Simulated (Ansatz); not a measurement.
Total energies of BH2(OH) (BOH3) from Ansatz at r2SCAN-D4/def2-TZVP, gas phase (1 Eh = 27.2114 eV = 2625.5 kJ/mol). The reference geometry is relaxed at r2SCAN-D4/def2-TZVP.

```json
{"state": "charge 0 singlet", "geometry": "reference", "energy (Eh)": "-101.88918"}
{"state": "charge 1 doublet", "geometry": "reference", "energy (Eh)": "-101.46337"}
{"state": "free B atom (doublet)", "geometry": "–", "energy (Eh)": "-24.63675"}
{"state": "free H atom (doublet)", "geometry": "–", "energy (Eh)": "-0.49993"}
{"state": "free O atom (triplet)", "geometry": "–", "energy (Eh)": "-75.05861"}
```

(1) Work out the vertical ionisation energy to the doublet.

(2) What is the binding energy per atom against free atoms?

(1) E(charge 1 doublet) − E(charge 0 singlet) = -101.46337 − (-101.88918) = 0.42581 Eh = 11.59 eV. For comparison, −ε of the highest occupied level is 7.71 eV at this level, 3.88 eV less.

(2) Atoms: 1 × (-24.63675) + 3 × (-0.49993) + 1 × (-75.05861) = -101.19515 Eh. Binding: -101.19515 − (-101.88918) = 0.69403 Eh = 18.89 eV, or 3.78 eV for each of 5 atoms (no zero-point energy, no counterpoise term).
